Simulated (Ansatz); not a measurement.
For Ge (I4₁/amd, No. 141, 2 atoms in the cell; start mp-1061054; another form than the element's usual one), LDA in Ansatz (PAW) gives:

lattice constant a: 5.086 Å
lattice parameter c: 2.771 Å

What does r²SCAN+rVV10 (Ansatz, a quantum-chemistry and plane-wave program, plane waves, PAW) give for the same quantities?


- lattice constant a: 5.129 Å (increases by 0.8 %)
- lattice parameter c: 2.806 Å (grows by 1.3 %)

Changes are worked out from the printed values.

Unless a cell is named, each level is at its own relaxed cell (LDA 17.92, r²SCAN+rVV10 18.45 Å³/atom).

Caveats: the relaxation could not lower the start's symmetry, so the cell can be a saddle point above a distorted one (LDA, r²SCAN+rVV10). Ansatz's density-functional and Hartree–Fock values are scalar-relativistic unless marked +SOC, with PAW data made under PBE.

A start named mp-… is a Materials Project structure, which need not be a measured phase.
